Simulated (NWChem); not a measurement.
## Setting up BNH3O (SMILES N[B]O) in NWChem

BNH3O has 6 atoms, charge 0, and is taken as a doublet. As SMILES, `N[B]O`. Geometry: relaxed at PBE0-D4/def2-TZVP. This is one conformer, not always the lowest.

| atom | x (Å) | y (Å) | z (Å) |
| --- | --- | --- | --- |
| N | -0.7813 | 0.1846 | -0.5604 |
| B | 0.0326 | -0.4904 | 0.3415 |
| O | 1.2702 | -0.0471 | 0.6846 |
| H | -1.6949 | -0.1398 | -0.8155 |
| H | -0.4989 | 1.0427 | -1.0120 |
| H | 1.7143 | -0.6140 | 1.3157 |

Settings wanted:

| Setting | Value |
| --- | --- |
| task | energy |
| method | DFT |
| functional | PBE0 |
| basis set | 6-311+G** |
| reference | UKS |
| integration grid | fine |
| SCF convergence threshold | 1e-08 |
| iteration cap | 100 |
| module | dft |
| d and f functions | spherical |

Q: Write the NWChem 7.3.0 input and the command.

A: One that was run (others would do as well):

test.nw:
```
start test
memory total 2200 mb
geometry noautosym nocenter noautoz
  N    -0.781300    0.184600   -0.560400
  B     0.032600   -0.490400    0.341500
  O     1.270200   -0.047100    0.684600
  H    -1.694900   -0.139800   -0.815500
  H    -0.498900    1.042700   -1.012000
  H     1.714300   -0.614000    1.315700
end
basis spherical bse
  * library 6-311+G**
end
dft
  xc pbe0
  mult 2
  grid fine
  convergence energy 1e-08
  iterations 100
  mulliken
  print low
end
task dft
```

```bash
$ nwchem test.nw > test.out
```

Calculated total energy: -156.52159 Eh.
